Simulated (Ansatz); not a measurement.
The input, for Ansatz 0.2.0:

```yaml
crystal:
  periodic: [false, false, false]
  atoms:
    - {symbol: P, position_ang: [0.113903, 0.040422, 1.668719]}
    - {symbol: Ga, position_ang: [-0.050971, -0.037688, -0.720066]}
    - {symbol: H, position_ang: [0.025649, 1.364849, -1.469661]}
basis:
  gaussian: {orbitals: cc-pVDZ}
magnetization: {spin_polarized: false, initial_magnetization: 3}
correlation: {method: bccd_t, electrons: outside_noble_gas}
```

```sh
$ ansatz run in.yaml --threads 1 --pin off --events-out ev --progress --plain --max-ram 2393MiB
```

The program prints:

```
558 factors; integrals over basis functions are off by at most 8.6e-4 eV
mean field evaluation 1: about -61618.9551 eV, gradient 7.0e0 eV
mean field evaluation 2: about -61618.9597 eV, gradient 7.0e0 eV
mean field evaluation 4: about -61619.6527 eV, gradient 1.0e0 eV
mean field evaluation 8: about -61619.6823 eV, gradient 6.4e-3 eV
mean field evaluation 16: about -61619.6472 eV, gradient 1.0e0 eV
mean field evaluation 32: about -61617.8195 eV, gradient 1.1e-3 eV
mean field evaluation 64: about -61617.8195 eV, gradient 4.2e-3 eV
mean field -61619.68225702 eV, -2264.4815556247 hartree, gradient 2.8e-6 eV, S^2 3.750000; 2 other end points of the search recorded, 0 dependent functions left out
mean field evaluation 96: about -61619.8460 eV, gradient 3.3e-1 eV
determinant -61619.68225702 eV, -2264.4815556247 hartree, with singles and doubles -61623.95734279 eV, -2264.6386621290 hartree
determinant -61617.81948445 eV, -2264.4130999954 hartree, with singles and doubles -61622.25252795 eV, -2264.5760113390 hartree
determinant -61617.46782656 eV, -2264.4001768065 hartree, with singles and doubles -61622.04860396 eV, -2264.5685172708 hartree
19 core orbitals not correlated: weight in the atoms' cores, before any rotation towards them, 0.998 or more for the frozen orbitals, at most 0.001 for the correlated occupied ones
reference -61619.68225702 eV, -2264.4815556247 hartree; 6, 3 occupied and 25, 28 virtual orbitals, 558 factors
second order -3.32827481 eV of doubles, -0.09663098 eV of singles
cycle   1  -4.27967560 eV  change   -4.6e-3 eV  update   7.4e-3
cycle   2  -4.27815195 eV  change    1.5e-3 eV  update   3.1e-3
cycle   3  -4.27732326 eV  change    8.3e-4 eV  update   2.1e-3
cycle   4  -4.27760053 eV  change   -2.8e-4 eV  update   1.2e-3
cycle   5  -4.27813249 eV  change   -5.3e-4 eV  update   6.6e-4
cycle   6  -4.27818394 eV  change   -5.1e-5 eV  update   3.4e-4
cycle   7  -4.27820661 eV  change   -2.3e-5 eV  update   1.6e-4
cycle   8  -4.27818047 eV  change    2.6e-5 eV  update   7.7e-5
cycle   9  -4.27815444 eV  change    2.6e-5 eV  update   3.8e-5
cycle  10  -4.27815557 eV  change   -1.1e-6 eV  update   1.7e-5
cycle  11  -4.27815703 eV  change   -1.5e-6 eV  update   7.1e-6
perturbative correction -0.11638797 eV, -0.0042771791 hartree
Total energy: -61624.07680203 eV, -2264.6430521750 hartree
```

Ran on 1 thread of Arm Neoverse V2, shared host: 2.4 s wall, 0.12 GiB peak host memory.
